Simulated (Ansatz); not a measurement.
A nudged elastic band was laid between two geometries of FH3Si + H2S (8 atoms, charge 0, multiplicity 1).

These are results of RKS PBE-D4/def2-SVP in Ansatz 0.2.0, not measurements.

| Property | Result |
| --- | --- |
| movable images | 5 |
| climbing image | yes |
| spring | 5.0 eV/Å² |
| optimiser | quadratic models (default) |
| start path | through a guess of the saddle point |
| force threshold | 0.05 eV/Å |
| iteration limit | 60 |
| end points | relaxed |

First end point:

```xyz
8
Properties=species:S:1:pos:R:3
Si 0.335 0.053 -0.144
F 0.156 -0.178 1.481
H 1.808 -0.026 -0.428
H -0.190 1.406 -0.514
H -0.383 -1.041 -0.876
S -3.126 0.123 0.993
H -3.159 -1.223 0.796
H -2.029 0.013 1.793
```

Last end point:

```xyz
8
Properties=species:S:1:pos:R:3
Si -0.426 -0.061 -0.496
F -0.246 0.596 2.518
H 0.568 -0.914 0.230
H -0.079 1.393 -0.451
H -0.542 -0.520 -1.922
S -2.389 -0.180 0.473
H -2.381 -1.538 0.589
H -1.092 0.351 2.159
```

Task: What changes between the two ends?

Result: Bonds broken: Si1–F2, S6–H8. Bonds formed: Si1–S6, F2–H8. FH3Si + H2S becomes FH + H4SSi.

Task: What energy profile does the band end with?

Result: The forces met the threshold. The highest image is number 3 of 0 to 6, 1.36 eV above the first end and 0.85 eV above the last; the last end lies 0.51 eV above the first. A vibrational analysis at the climbing image gives one clearly imaginary mode, 498i cm⁻¹: a first-order saddle point. The orbitals stay closed-shell, which can raise the energy where a bond breaks towards radicals; this wasn't checked here.

| image | path coordinate (Å) | energy (eV) | Si1–F2 (Å) | S6–H8 (Å) | Si1–S6 (Å) |
| --- | --- | --- | --- | --- | --- |
| 0 | 0.00 | 0.00 | 1.65 | 1.36 | 3.64 |
| 1 | 0.65 | 0.07 | 1.66 | 1.37 | 3.35 |
| 2 | 1.31 | 0.61 | 1.72 | 1.40 | 2.86 |
| 3 | 1.97 | 1.36 | 1.99 | 1.65 | 2.47 |
| 4 | 2.54 | 0.96 | 2.45 | 1.91 | 2.28 |
| 5 | 3.12 | 0.58 | 2.91 | 2.08 | 2.21 |
| 6 | 3.70 | 0.51 | 3.09 | 2.19 | 2.19 |

Task: What is the geometry of the highest image?

Result: 
```xyz
8
Properties=species:S:1:pos:R:3:forces:R:3
Si -0.241 0.036 -0.174 0.00 -0.02 -0.01
F -0.143 0.124 1.810 0.00 0.02 0.01
H 1.175 -0.454 0.002 0.00 0.00 0.00
H -0.259 1.489 -0.534 0.00 -0.01 0.01
H -0.704 -0.808 -1.341 0.00 0.01 0.00
S -2.536 -0.006 0.728 0.01 -0.01 0.01
H -2.599 -1.366 0.808 0.00 0.00 -0.01
H -1.282 0.113 1.801 0.00 0.00 -0.01
```

Task: What are the harmonic wavenumbers there?

Result: 498i, 143, 325, 340, 436, 515, 703, 712, 851, 894, 1029, 1057, 1092, 1438, 2104, 2134, 2208, 2614 cm⁻¹.

Run time: 2 min on 1 thread of Arm Neoverse V2, on a shared host, peak memory 0.15 GiB.
